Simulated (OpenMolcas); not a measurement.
# One shape, several levels: C2H4ClF (1-chloro-2-fluoroethane)

Wanted: a comparison of 6 runs (HF/3-21G, B3LYP/6-31G*, B2PLYP/6-311+G**, B3LYP/6-311+G**, MP2/6-311+G**) of C2H4ClF (1-chloro-2-fluoroethane). 

The results are computed with OpenMolcas 26.06.

1 further run of the same task is left out (set aside as unsound or not needed).

## (1) The system as given

C2H4ClF has 8 atoms, charge 0, and is taken as a singlet. SMILES: `FCCCl`. The coordinates come from a PBE0-D4/def2-TZVP relaxation. This is one conformer, not always the lowest.

Bond lengths: F1–C2 1.375 Å, C2–C3 1.501 Å, C3–Cl4 1.778 Å, C2–H5 1.093 Å, C2–H6 1.096 Å, C3–H7 1.090 Å, C3–H8 1.091 Å. Some angles: F1–C2–C3 110.9°, C2–C3–Cl4 112.2°, F1–C2–H5 108.3°, F1–C2–H6 108.0°, C3–C2–H5 111.2°, C3–C2–H6 109.0°, C2–C3–H7 110.7°, C2–C3–H8 109.7°, Cl4–C3–H7 107.4°, Cl4–C3–H8 107.5°.

## (2) Energy and forces at HF/3-21G (run 1)

Input file mol.xyz:

```xyz
8

F     -1.336980     0.498150     1.030500
C     -0.143560     0.671020     0.368890
C      0.300450    -0.609920    -0.275720
Cl    -0.759330    -1.087620    -1.620890
H     -0.273910     1.462220    -0.374180
H      0.609620     0.981160     1.102570
H      0.296790    -1.425630     0.446820
H      1.306920    -0.489380    -0.677980
```

Input file mol.inp:

```
&GATEWAY
 BasLib=$CurrDir
 Coord=mol.xyz
 Basis=3-21G
 Group=NoSym

&SEWARD

&SCF
 Thresholds=1e-10 1e-07 1e-07 1e-05
 PrOrbitals=1 1

&ALASKA
```

The basis set 3-21G is read from a file made from the Basis Set Exchange's data (not shown).

Run with:

```console
$ export MOLCAS_MEM=1860
$ pymolcas mol.inp > mol.log
```

Output:

```text
--- Start Module: gateway ---
[...]
--- Stop Module: gateway /rc=_RC_ALL_IS_WELL_ ---
[...]
      Basis functions           48
[...]
--- Start Module: scf ---
[...]
       Convergence after  12 Iterations
[...]
::    Total SCF energy                               -633.8173396389
[...]
      Total spin, S                                     0.0000000000
[...]
      Total electronic charge=   42.000000
      Total            charge=   -0.000000
[...]
      Dipole Moment (debye):
      Origin of the operator (angstrom)=   -0.5868   -0.3330   -0.4327
                   X=  3.2098E+00               Y=  9.2363E-01               Z=  8.1485E-01           Total=  3.4380E+00
      Quadrupole Moment (debye*angstrom):
[...]
 *              Molecular gradients               *
 **************************************************
  Irreducible representation: a
 ------------------------------------------------------------------------------------------
                              X                       Y                       Z
 ------------------------------------------------------------------------------------------
  F1                1.89380708539257E-02    5.39056213984912E-03   -8.98290110265165E-03
  C2               -1.75234455889237E-02   -1.99479161327052E-02    3.84271405790260E-03
  C3               -3.76560518815818E-02   -1.55095389930526E-04   -3.08631665600130E-02
  CL4               2.49813989510539E-02    1.06985153648012E-02    3.02384242437483E-02
  H5               -4.00227778132987E-03    7.69675714038476E-03   -5.88427573282102E-03
  H6                4.93963681168541E-03    2.45109469046900E-03    8.41998416775347E-03
  H7                9.72835492777963E-04   -7.57162706412107E-03    6.14590917752622E-03
  H8                9.34983314236026E-03    1.43770925122921E-03   -2.91668825140357E-03
[...]
```

Run time: 2 s. Hardware: 1 thread of Arm Neoverse V2, shared host; peak memory 0.38 GiB.

## (3) Energy and gradient at B3LYP/6-31G(d) (spherical functions) (run 2)

Input file run.input:

```
&gateway
 baslib
 $CurrDir
 coord
 8
 angstrom
 F       -1.336980       0.498150       1.030500
 C       -0.143560       0.671020       0.368890
 C        0.300450      -0.609920      -0.275720
 Cl      -0.759330      -1.087620      -1.620890
 H       -0.273910       1.462220      -0.374180
 H        0.609620       0.981160       1.102570
 H        0.296790      -1.425630       0.446820
 H        1.306920      -0.489380      -0.677980
 basis
 6-31Gs
 group
 NoSym

&seward
 gridinput
 Grid=UltraFine
 End of Grid

&scf
 ksdft
 B3LYP
 thresholds
 1e-10 1e-07 1e-07 1e-05
 prorbitals
 1

&alaska
```

The basis set 6-31G* is read from a file made from the Basis Set Exchange's data (not shown).

Run with:

```console
$ export MOLCAS_MEM=1860
$ pymolcas run.input > run.log
```

Output:

```text
--- Start Module: gateway ---
[...]
--- Stop Module: gateway /rc=_RC_ALL_IS_WELL_ ---
[...]
      Basis functions           68
[...]
--- Start Module: scf ---
[...]
       Convergence after  14 Iterations
[...]
::    Total KS-DFT energy                            -638.6415988058
[...]
      Total spin, S                                     0.0000000000
[...]
      Total electronic charge=   42.000000
      Total            charge=   -0.000000
[...]
      Dipole Moment (debye):
      Origin of the operator (angstrom)=   -0.5868   -0.3330   -0.4327
                   X=  2.4919E+00               Y=  7.0164E-01               Z=  7.1982E-01           Total=  2.6870E+00
      Quadrupole Moment (debye*angstrom):
[...]
 *              Molecular gradients               *
 **************************************************
  Irreducible representation: a
 ------------------------------------------------------------------------------------------
                              X                       Y                       Z
 ------------------------------------------------------------------------------------------
  F1                6.26047258742624E-03    1.70158026814837E-03   -2.90610275991021E-03
  C2               -1.88280380403860E-04   -6.12675654232575E-03   -2.69576065968935E-03
  C3               -7.56805532633908E-03    1.43328141676990E-03   -3.76100915564725E-03
  CL4               7.78738919425059E-03    4.10593085920219E-03    9.72642801770363E-03
  H5               -1.37722408696464E-03   -1.52173953676105E-03    1.43063935097532E-03
  H6               -2.32923607313884E-03   -7.99140606517312E-04   -4.66230313329596E-04
  H7               -4.90744369287976E-04    8.51849127617488E-04   -1.63220151206600E-03
  H8               -2.09432154549294E-03    3.54995013807424E-04    3.04237031993226E-04
[...]
```

It took 21 s on 1 thread of Arm Neoverse V2, shared host; peak memory 0.41 GiB.

Runs 3 to 4 aren't shown in full; the table further down has their settings and results.

## (4) Energy and forces at B3LYP/6-311+G(d,p) (run 5)

Input file test.inp:

```
* C2H4ClF Kohn-Sham DFT
>>> EXPORT MOLCAS_PRINT=2
&GATEWAY
BASLIB=$CurrDir
BASISSET
F.6-311pGss....
F1 -1.336980 0.498150 1.030500 angstrom
End of Basis
BASISSET
C.6-311pGss....
C2 -0.143560 0.671020 0.368890 angstrom
C3 0.300450 -0.609920 -0.275720 angstrom
End of Basis
BASISSET
Cl.6-311pGss....
Cl4 -0.759330 -1.087620 -1.620890 angstrom
End of Basis
BASISSET
H.6-311pGss....
H5 -0.273910 1.462220 -0.374180 angstrom
H6 0.609620 0.981160 1.102570 angstrom
H7 0.296790 -1.425630 0.446820 angstrom
H8 1.306920 -0.489380 -0.677980 angstrom
End of Basis
&SEWARD
GRIDINPUT
Grid=UltraFine
End of Grid
&SCF
KSDFT=B3LYP
THRESHOLDS=1e-10 1e-07 1e-07 1e-05
PRORBITALS=1 2
&ALASKA
```

The basis set 6-311+G** is read from a file made from the Basis Set Exchange's data (not shown).

Run with:

```console
$ export MOLCAS_MEM=1860
$ pymolcas test.inp > test.log
```

Output:

```text
--- Start Module: gateway ---
[...]
--- Stop Module: gateway /rc=_RC_ALL_IS_WELL_ ---
[...]
      Basis functions          120
[...]
--- Start Module: scf ---
[...]
       Convergence after  14 Iterations
[...]
::    Total KS-DFT energy                            -638.7413725049
[...]
      Total spin, S                                     0.0000000000
[...]
      Total electronic charge=   42.000000
      Total            charge=   -0.000000
[...]
      Dipole Moment (debye):
      Origin of the operator (angstrom)=   -0.5868   -0.3330   -0.4327
                   X=  2.7603E+00               Y=  7.0418E-01               Z=  5.4442E-01           Total=  2.9003E+00
      Quadrupole Moment (debye*angstrom):
[...]
 *              Molecular gradients               *
 **************************************************
  Irreducible representation: a
 ------------------------------------------------------------------------------------------
                              X                       Y                       Z
 ------------------------------------------------------------------------------------------
  F1                1.03604111255020E-02    8.15272429313563E-04   -6.16945349903020E-03
  C2               -9.60896507448483E-03   -5.71754475732522E-03    3.29997692443929E-03
  C3               -7.82101945240665E-03    1.54276734999087E-03   -6.11434438664915E-03
  CL4               7.19485607693660E-03    4.18120934238075E-03    1.00758625251629E-02
  H5                1.82538898553380E-04   -3.76462206043371E-04   -4.62131833175672E-04
  H6                2.92272545967087E-04   -2.99675070511984E-04   -2.27107397625215E-04
  H7               -3.38742119070867E-04   -7.23615192668170E-05   -1.55869591101698E-04
  H8               -2.61352001074577E-04   -7.32055684402599E-05   -2.46932741950534E-04
[...]
```

Run time: 51 s. Hardware: 1 thread of Arm Neoverse V2, shared host; peak memory 0.76 GiB.

## (5) The energy at MP2/6-311+G(d,p) (run 6)

Input file job.input:

```
&gateway
baslib=$CurrDir
coord
8
angstrom
F       -1.336980       0.498150       1.030500
C       -0.143560       0.671020       0.368890
C        0.300450      -0.609920      -0.275720
Cl      -0.759330      -1.087620      -1.620890
H       -0.273910       1.462220      -0.374180
H        0.609620       0.981160       1.102570
H        0.296790      -1.425630       0.446820
H        1.306920      -0.489380      -0.677980
basis=6-311pGss
group=NoSym
&seward
&scf
thresholds=1e-10 1e-07 1e-07 1e-05
prorbitals=1 2
&mbpt2
frozen=8
```

The basis set 6-311+G** is read from a file made from the Basis Set Exchange's data (not shown).

Run with:

```console
$ export MOLCAS_MEM=1860
$ pymolcas job.input > job.log
```

Output:

```text
--- Start Module: gateway ---
[...]
--- Stop Module: gateway /rc=_RC_ALL_IS_WELL_ ---
[...]
      Basis functions          120
[...]
--- Start Module: scf ---
[...]
       Convergence after  13 Iterations
[...]
::    Total SCF energy                               -637.0569998817
[...]
      Total spin, S                                     0.0000000000
[...]
      Total electronic charge=   42.000000
      Total            charge=   -0.000000
[...]
      Dipole Moment (debye):
      Origin of the operator (angstrom)=   -0.5868   -0.3330   -0.4327
                   X=  3.0519E+00               Y=  7.8670E-01               Z=  5.9363E-01           Total=  3.2071E+00
      Quadrupole Moment (debye*angstrom):
[...]
--- Stop Module: scf /rc=_RC_ALL_IS_WELL_ ---
[...]
--- Start Module: mbpt2 ---
[...]
WARNING!
Default frozen orbitals as non valence orbitals is overwritten by user input.
Default values:   8
[...]
       Reference weight ( Cref**2 )         =        0.84392
::    Total MBPT2 energy                             -637.7008775229
[...]
      Total MBPT2 calculations                           0.65      0.74
--- Stop Module: mbpt2 /rc=_RC_ALL_IS_WELL_ ---
[...]
```

It took 14 s on 1 thread of Arm Neoverse V2, shared host; peak memory 0.76 GiB.

## (6) Overview of the runs

```
run                               level  integration grid  Cartesian functions  energy (Eh)  dipole moment (D) of the reference  HOMO energy (eV)  LUMO energy (eV)  wall time
  1                            HF/3-21G                 –                   no  -633.817340                                3.44            -12.05              5.38        2 s
  2  B3LYP/6-31G* (spherical functions)         UltraFine                   no  -638.641599                                2.69             -8.17              0.81       21 s
  3  B3LYP/6-31G* (Cartesian functions)         UltraFine                  yes  -638.647561                                2.69             -8.18              0.81       23 s
  4                    B2PLYP/6-311+G**         UltraFine                   no  -638.419877                                3.04             -9.92              0.72       40 s
  5                     B3LYP/6-311+G**         UltraFine                   no  -638.741373                                2.90             -8.41             -0.17       51 s
  6                       MP2/6-311+G**                 –                   no  -637.700878                                3.21            -12.05              1.75       14 s
```

## (7) Results

| quantity | value |
| --- | --- |
| run 6: total energy | -637.70088 Eh |
| run 6: dipole moment (mean-field density) | 3.21 D |
| run 6: HOMO energy (Hartree–Fock orbitals) | -12.05 eV |
| run 6: LUMO energy (Hartree–Fock orbitals) | 1.75 eV |
| run 6: HOMO–LUMO gap (Hartree–Fock orbitals) | 13.79 eV |
| run 6: correlation energy (8 core orbitals frozen) | -643.9 mEh |

Over runs 1, 2, 3, 4, 5 the dipole moment (its size) runs from 2.69 D (B3LYP/6-31G*) to 3.44 D (HF/3-21G). The two ends differ in method and basis. Over runs 1, 2, 3, 4, 5 the HOMO–LUMO gap runs from 8.24 eV (B3LYP/6-311+G**) to 17.43 eV (HF/3-21G). For B2PLYP the log adds the whole second-order term; the table takes 0.27 of it, as the functional is defined. Totals of different functionals can't be ranked against each other. All runs together took 2.5 min, the longest 51 s.
